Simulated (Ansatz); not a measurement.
Zinc-blende AlN (metastable phase): LDA at its full settings (plane-wave cutoff 520 eV, 14×14×14 k mesh, Fermi–Dirac smearing 0.01 eV, scalar-relativistic PAW data made under PBE) and at cheaper ones, in a cell of 2 atoms with Γ-centred meshes.

```json
[
 {"level and setting": "LDA (Ansatz)", "lattice parameter a (Å)": "4.342", "bulk modulus B0 (GPa)": "210"},
 {"level and setting": "LDA (Γ point alone) (Ansatz)", "lattice parameter a (Å)": "4.478", "bulk modulus B0 (GPa)": "165"},
 {"level and setting": "LDA (2×2×2 k mesh) (Ansatz)", "lattice parameter a (Å)": "…", "bulk modulus B0 (GPa)": "…"},
 {"level and setting": "LDA (4×4×4 k mesh) (Ansatz)", "lattice parameter a (Å)": "4.343", "bulk modulus B0 (GPa)": "211"}
]
```

### Question
Some entries are withheld; supply them.

### Answer

- LDA (2×2×2 k mesh) (Ansatz, a first-principles code), lattice parameter a (Å): 4.374
- LDA (2×2×2 k mesh) (Ansatz), bulk modulus B0 (GPa): 204

Largest shifts from the full settings: lattice constant a +3.13 % (LDA (Γ point alone)); bulk modulus -21 % (LDA (Γ point alone)).

Ansatz's density-functional and Hartree–Fock values are scalar-relativistic unless marked +SOC, with PAW data made under PBE.

Run with cheap settings on purpose, which may leave them unconverged: LDA (2×2×2 k mesh), LDA (4×4×4 k mesh), LDA (Γ point alone).
